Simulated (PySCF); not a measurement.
Species: C6H10.
Numbering: `[CH2:1]=[CH:2][C@@H:3]1[CH2:4][C@H:5]1[CH3:6]` (hydrogens: H7, H8 on C1; H9 on C2; H10 on C3; H11, H12 on C4; H13 on C5; H14, H15, H16 on C6)

A linear-response calculation (PySCF, def2-SVPD basis, gas phase, vertical, core orbitals frozen in the response) gave these numbers; the functional is withheld.

Orbital energies (eV): HOMO-3 -9.75, HOMO-2 -8.91, HOMO-1 -8.00, HOMO -7.06, LUMO 0.24, LUMO+1 0.99, LUMO+2 1.23.

```json
{"state": "S1", "E (eV)": "6.61", "f": "0.203", "main configurations (H = HOMO, L = LUMO)": "H→L (74%), H-1→L (18%)"}
{"state": "S2", "E (eV)": "6.94", "f": "0.021", "main configurations (H = HOMO, L = LUMO)": "H→L+1 (72%), H-1→L (16%), H→L+3 (9%)"}
{"state": "S3", "E (eV)": "7.00", "f": "0.061", "main configurations (H = HOMO, L = LUMO)": "H-1→L (61%), H→L+1 (13%), H→L (12%)"}
{"state": "S4", "E (eV)": "7.15", "f": "0.039", "main configurations (H = HOMO, L = LUMO)": "H→L+2 (86%)"}
{"state": "S5", "E (eV)": "7.51", "f": "0.017", "main configurations (H = HOMO, L = LUMO)": "H→L+3 (76%), H→L+1 (12%)"}
{"state": "S6", "E (eV)": "7.70", "f": "0.017", "main configurations (H = HOMO, L = LUMO)": "H→L+4 (93%)"}
```

Triplets (Tamm–Dancoff): T1 4.22 eV, H→L (86%); T2 6.71 eV, H-1→L (89%); T3 6.82 eV, H→L+1 (80%), H→L+3 (15%); T4 7.00 eV, H→L+2 (92%).

Vertical ionisation energy by ΔSCF with the same functional: 9.02 eV. Mean static polarisability: 71.9 au.

Task: Which of these was used?
A. PBE
B. wB97X-D
C. PBE0
D. HF

Result: C. PBE0 is a global hybrid with 25% exact exchange. In this run −ε(HOMO) = 7.06 eV differs from the ΔSCF value by -1.96 eV, and S1 differs from the orbital gap of 7.30 eV by -0.69 eV. The ratio −ε(HOMO)/IP is 0.78. Usual ranges for neutral molecules in this basis: 0.7 to 0.83 with PBE0, 0.5 to 0.7 with PBE, 0.89 to 0.99 with wB97X-D; Hartree–Fock can't fall below 1, since the ion's relaxation only lowers the ΔSCF value.

Method: TDDFT PBE0/def2-SVPD, vertical, gas phase, core orbitals frozen in the response (PySCF 2.14.0, density-fitted response routines). Geometry: PBE0-D3(BJ)/def2-SVP, one conformer, isolated molecule.

On one thread of an Arm Neoverse V1, no GPU, shared host, this took 1.7 min wall and 0.89 GiB of memory at its peak.

Shape of the structure used: `[CH2:1]=[CH:2][C@@H:3]1[CH2:4][C@H:5]1[CH3:6]`: C1–C2–C3–C4 85°.
